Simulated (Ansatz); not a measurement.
The input, for Ansatz 0.2.0:

```yaml
crystal:
  periodic: [false, false, false]
  atoms:
    - {symbol: Si, position_ang: [0.000000, 0.000000, 0.306645]}
    - {symbol: B, position_ang: [0.000000, 0.000000, -3.281213]}
    - {symbol: H, position_ang: [0.000000, 0.000000, 2.974568]}
basis:
  gaussian: {orbitals: 6-31G}
correlation: {method: fci, electrons: outside_noble_gas}
```

```sh
$ ansatz run in.yaml --threads 1 --pin off --events-out ev --progress --plain --max-ram 2393MiB
```

Output:

```
493 factors; integrals over basis functions are off by at most 5.7e-8 eV
mean field evaluation 1: about -8533.8392 eV, gradient 1.3e1 eV
mean field evaluation 2: about -8533.8399 eV, gradient 1.3e1 eV
mean field evaluation 4: about -8536.0064 eV, gradient 4.9e0 eV
mean field evaluation 8: about -8536.4859 eV, gradient 6.7e-1 eV
mean field evaluation 16: about -8536.4792 eV, gradient 1.5e0 eV
mean field evaluation 32: about -8536.5113 eV, gradient 2.1e-6 eV
mean field evaluation 64: about -8536.4892 eV, gradient 2.1e-2 eV
mean field evaluation 96: about -8536.4887 eV, gradient 2.1e-6 eV
mean field evaluation 128: about -8536.4968 eV, gradient 7.7e-1 eV
mean field evaluation 160: about -8536.4895 eV, gradient 1.2e-2 eV
mean field evaluation 192: about -8536.4870 eV, gradient 1.6e0 eV
mean field evaluation 224: about -8535.3833 eV, gradient 2.1e-2 eV
mean field -8536.51130950 eV, -313.7110043689 hartree, gradient 2.3e-6 eV, S^2 0.000000; 18 other end points of the search recorded, 0 dependent functions left out; unrestricted orbitals would lower it
determinant -8536.48867989 eV, -313.7101727463 hartree, with singles and doubles -8541.66431765 eV, -313.9003739258 hartree
determinant -8535.38340991 eV, -313.6695548234 hartree, with singles and doubles -8540.77273641 eV, -313.8676089193 hartree
unrestricted determinant -8540.36606295 eV, -313.8526639452 hartree, S^2 1.7879
6 core orbitals not correlated: weight in the atoms' cores, before any rotation towards them, 1.000 or more for the frozen orbitals, at most 0.000 for the correlated occupied ones
reference -8536.48867989 eV, -313.7101727463 hartree; 4, 4 occupied and 14, 14 virtual orbitals, 493 factors
state -8542.69109810 eV, -313.9381074113 hartree
Total energy: -8542.69109810 eV, -313.9381074113 hartree
```

Ran on 1 thread of Arm Neoverse V1, shared host: 69 s wall, 0.38 GiB peak host memory.
